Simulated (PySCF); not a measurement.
# C2 (SMILES [C]#[C]): levels of theory compared

Aim: a comparison of 5 runs (HF/STO-3G, HF/def2-SVP, BP86/cc-pVDZ, SVWN5/def2-TZVP, CCSD/def2-SVP) of C2. The job is set up through a Python script.

The results are computed with PySCF 2.14.0.

## Step 1: The molecule

The species is C2 (2 atoms), meant as a singlet with charge 0. SMILES: `[C]#[C]`. Geometry: relaxed at GFN2-xTB.

Bond lengths: C1–C2 1.161 Å.

## Step 2: Energy and gradient at HF/STO-3G (run 1)

geometry.xyz reads:

```xyz
2
C2
C      0.000000     0.000000     0.000000
C      0.000000     0.000000     1.160760
```

calc.py reads:

```python
from pyscf import gto, scf

molecule = gto.Mole()
molecule.atom = 'geometry.xyz'
molecule.basis = 'sto-3g'
molecule.max_memory = 1860
molecule.verbose = 3
molecule.spin = 0
molecule.build()

myscf = scf.RHF(molecule)
myscf.conv_tol = 1e-10
myscf.kernel()
if not myscf.converged:
    myscf = myscf.newton().run(myscf.mo_coeff, myscf.mo_occ)

e_final = myscf.e_tot
print('E(%s) = %.9f' % ('HF', e_final))
grad = myscf.nuc_grad_method().kernel()
myscf.analyze()
```

The run is started by

```
$ OMP_NUM_THREADS=1 python calc.py
```

The log of the run:

```text
converged SCF energy = -74.4101189412295
E(HF) = -74.410118941
--------------- RHF gradients ---------------
         x                y                z
0 C    -0.0000000000    -0.0000000000     0.1889696557
1 C     0.0000000000     0.0000000000    -0.1889696557
----------------------------------------------
**** MO energy ****
MO #1   energy= -11.0664766989578  occ= 2
MO #2   energy= -11.0632429211805  occ= 2
MO #3   energy= -1.00794093077238  occ= 2
MO #4   energy= -0.416305195670193 occ= 2
MO #5   energy= -0.404699023955595 occ= 2
MO #6   energy= -0.404699023955595 occ= 2
MO #7   energy= 0.023579315798341  occ= 0
MO #8   energy= 0.379977448771191  occ= 0
MO #9   energy= 0.379977448771192  occ= 0
MO #10  energy= 1.30012887462164   occ= 0
 ** Mulliken atomic charges  **
charge of    0C =      0.00000
charge of    1C =     -0.00000
Dipole moment(X, Y, Z, Debye): -0.00000,  0.00000, -0.00000
```

Wall time 2.2 s (1 thread of Intel Xeon at 2.50GHz (Skylake/Cascade Lake), shared host); peak memory 0.12 GiB.

## Step 3: Energy and forces at HF/def2-SVP (run 2)

calc.py reads:

```python
from pyscf import gto

system = gto.Mole()
system.atom = '''
C      0.000000     0.000000     0.000000
C      0.000000     0.000000     1.160760
'''
system.max_memory = 1860
system.basis = 'def2-svp'
system.verbose = 4
system.build()

mf = system.RHF()
mf.conv_tol = 1e-10
mf.kernel()
if not mf.converged:
    mf = mf.newton().run(mf.mo_coeff, mf.mo_occ)

energy = mf.e_tot
print('E(%s) = %.9f' % ('HF', energy))
grad = mf.nuc_grad_method().kernel()
dip = mf.dip_moment()
pop, q = mf.mulliken_pop()
```

The run is started by

```
$ OMP_NUM_THREADS=1 python calc.py
```

The log of the run:

```text
PySCF version 2.14.0

[... 52 lines left out ...]
converged SCF energy = -75.2960401481094
[... 9 lines left out ...]
Dipole moment(X, Y, Z, Debye):  0.00000, -0.00000, -0.00000
[... 31 lines left out ...]
charge of    1C =     -0.00000
```

Wall time 1.9 s (1 thread of Intel Xeon at 2.50GHz (Skylake/Cascade Lake), shared host); peak memory 0.12 GiB.

Runs 3 to 4 aren't shown in full; the table further down has their settings and results.

## Step 4: A single-point energy at CCSD/def2-SVP (run 5)

calc.py reads:

```python
from pyscf import gto, cc

mol = gto.M(
    atom='''
C      0.000000     0.000000     0.000000
C      0.000000     0.000000     2.193518
''',
    unit='bohr',
    basis='def2-svp',
    max_memory=1860,
    verbose=3,
)

mf = mol.RHF()
mf.conv_tol = 1e-10
mf.kernel()
if not mf.converged:
    mf = mf.newton().run(mf.mo_coeff, mf.mo_occ)

mycc = cc.CCSD(mf, frozen=2)
mycc.kernel()
energy = mycc.e_tot
print('E = %.10f Eh' % energy)
dip = mf.dip_moment()
pop, q = mf.mulliken_pop()
```

The run is started by

```
$ OMP_NUM_THREADS=1 python calc.py
```

The log of the run:

```text
converged SCF energy = -75.2960400587262
E(CCSD) = -75.61041806668489  E_corr = -0.3143780079586669
E = -75.6104180667 Eh
Dipole moment(X, Y, Z, Debye): -0.00000,  0.00000, -0.00000
 ** Mulliken pop  **
pop of  0 C 1s            1.99329
pop of  0 C 2s            1.05630
pop of  0 C 3s            0.41713
pop of  0 C 2px           0.63824
pop of  0 C 2py           0.63824
pop of  0 C 2pz           0.33611
pop of  0 C 3px           0.34574
pop of  0 C 3py           0.34574
pop of  0 C 3pz           0.18794
pop of  0 C 3dxy          0.00000
pop of  0 C 3dyz          0.01602
pop of  0 C 3dz^2         0.00923
pop of  0 C 3dxz          0.01602
pop of  0 C 3dx2-y2       0.00000
pop of  1 C 1s            1.99329
pop of  1 C 2s            1.05630
pop of  1 C 3s            0.41713
pop of  1 C 2px           0.63824
pop of  1 C 2py           0.63824
pop of  1 C 2pz           0.33611
pop of  1 C 3px           0.34574
pop of  1 C 3py           0.34574
pop of  1 C 3pz           0.18794
pop of  1 C 3dxy          0.00000
pop of  1 C 3dyz          0.01602
pop of  1 C 3dz^2         0.00923
pop of  1 C 3dxz          0.01602
pop of  1 C 3dx2-y2       0.00000
 ** Mulliken atomic charges  **
charge of    0C =      0.00000
charge of    1C =     -0.00000
```

Wall time 2.8 s (1 thread of Intel Xeon at 2.50GHz (Skylake/Cascade Lake), shared host); peak memory 0.12 GiB.

## Step 5: All runs side by side

```tsv
run	level	integration grid	task	energy (Eh)	dipole moment (D) of the reference	HOMO energy (eV)	LUMO energy (eV)	wall time
1	HF/STO-3G	–	gradient	-74.410119	0.00	-11.01	0.64	2.2 s
2	HF/def2-SVP	–	gradient	-75.296040	0.00	-13.09	-3.06	1.9 s
3	BP86/cc-pVDZ	5	gradient	-75.878045	0.00	-8.22	-7.87	6.6 s
4	SVWN5/def2-TZVP	5	gradient	-75.187559	0.00	-8.45	-8.14	8.1 s
5	CCSD/def2-SVP	–	energy	-75.610418	0.00	-13.09	-3.06	2.8 s
```

## Step 6: Summary of results

| quantity | value |
| --- | --- |
| run 5: total energy | -75.61042 Eh |
| run 5: dipole moment (Hartree–Fock density) | 0.00 D |
| run 5: HOMO energy (Hartree–Fock orbitals) | -13.09 eV |
| run 5: LUMO energy (Hartree–Fock orbitals) | -3.06 eV |
| run 5: HOMO–LUMO gap (Hartree–Fock orbitals) | 10.02 eV |
| run 5: correlation energy (2 core orbitals frozen) | -314.4 mEh |
| run 5: T1 diagnostic | 0.037 |

Over runs 1, 2, 3, 4 the HOMO–LUMO gap runs from 0.30 eV (SVWN5/def2-TZVP) to 11.65 eV (HF/STO-3G). The two ends differ in method and basis. Totals of different functionals can't be ranked against each other. In run 5 the T1 diagnostic is large, so a single reference may not serve. In run 1 the basis is minimal, so the values are rough. All runs together took 22 s, the longest 8.1 s.
